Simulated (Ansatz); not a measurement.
A calculation on rock-salt CdO returned lattice constant a 4.808 Å, bulk modulus 115 GPa.

For reference: lattice constant a 4.696 Å (measured, temperature not stated, no zero-point or thermal correction; as tabulated in Gopal et al. (2015), doi:10.1103/physrevb.91.245202); bulk modulus 147 GPa (measured, temperature not stated, not corrected to a static lattice; as tabulated in Gopal et al. (2015), doi:10.1103/physrevb.91.245202).

Problem. Which level of theory produced these numbers?
A. LDA (Ansatz, a first-principles code)
B. Hartree–Fock (Ansatz)
C. PBE0 (Ansatz)
D. revPBE (Ansatz)

Solution. D, revPBE (Ansatz)

The others give: LDA 4.634 Å, 163 GPa; Hartree–Fock 4.738 Å, 147 GPa; PBE0 4.704 Å, 147 GPa.

Unless a cell is named, each level is at its own relaxed cell (Hartree–Fock 13.30, LDA 12.44, PBE0 13.01, revPBE 13.89 Å³/atom).

Ansatz's density-functional and Hartree–Fock values are scalar-relativistic unless marked +SOC, with PAW data made under PBE.
